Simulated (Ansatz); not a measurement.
# Structure optimisation: zirconium, hcp

These are results of DFT, r2SCAN, plane waves (500 eV) with PAW, scalar-relativistic in Ansatz, not measurements. The PAW files were generated under PBE, with cores re-solved for the functional.

k-point mesh 11×11×6, Fermi-Dirac smearing 0.1 eV, no spin polarisation. Cell and atoms relax.

Starting structure:

```
Zr
1.0
     3.23200    0.00000    0.00000
    -1.61600    2.79899    0.00000
     0.00000    0.00000    5.14700
Zr
2
Direct
  0.33333 0.66667 0.25000
  0.66667 0.33333 0.75000
```

Task: The pressure at the start is 0.9 GPa. By how much does the volume change?

Result: From 23.28 to 23.51 Å³ per atom, 1.0 %. The final cell has a = 3.245 Å, c = 5.157 Å (c/a = 1.590).

Task: How much energy does the relaxation gain?

Result: 0.7 meV per atom.
